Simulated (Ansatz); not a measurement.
in.yaml

```yaml
crystal:
  periodic: [false, false, false]
  atoms:
    - {symbol: B, position_ang: [0.000000, -0.021546, -0.202054]}
    - {symbol: H, position_ang: [0.000000, 0.963196, 1.291534]}
    - {symbol: H, position_ang: [0.000000, -0.732102, 0.875668]}
basis:
  gaussian: {orbitals: def2-SVP}
total_charge: 1
magnetization: {spin_polarized: false, initial_magnetization: 2}
correlation: {active_space: {window: {electrons: 2, orbitals: 9}, states: [{multiplicity: 3, weights: [0.5, 1, 1, 1]}], root: 1}}
accuracy: high
```

```sh
$ ansatz run in.yaml --threads 1 --pin off --events-out ev --progress --plain --max-ram 2393MiB
```

The program prints:

```
477 factors; integrals over basis functions are off by at most 2.8e-9 eV
mean field evaluation 1: about -687.2869 eV, gradient 6.1e0 eV
mean field evaluation 2: about -687.2882 eV, gradient 6.1e0 eV
mean field evaluation 4: about -688.0670 eV, gradient 1.2e0 eV
mean field evaluation 8: about -688.1138 eV, gradient 5.6e-3 eV
mean field -688.11380506 eV, -25.2877159158 hartree, gradient 2.0e-8 eV, S^2 2.000000; 0 other end points of the search recorded, 0 dependent functions left out
reference -688.11380506 eV, -25.2877159158 hartree; 4, 2 occupied and 20, 22 virtual orbitals, 477 factors
state -688.07342876 eV, -25.2862321142 hartree
state -684.52266084 eV, -25.1557437997 hartree
state -683.40400509 eV, -25.1146339592 hartree
state -682.12822581 eV, -25.0677499354 hartree
Total energy: -684.52266084 eV, -25.1557437997 hartree
```

Natural occupations, averaged over the states: 0.7121 0.5688 0.4288 0.2841 0.0025 0.0023 0.0006 0.0004 0.0003.

Before any correction even the lowest state lies above the reference determinant, by 0.04 eV, so the averaged orbitals or the space serve it badly.

Ran on 1 thread of Intel Xeon Platinum 8259CL, shared host: 1.6 s wall, 0.17 GiB peak host memory.
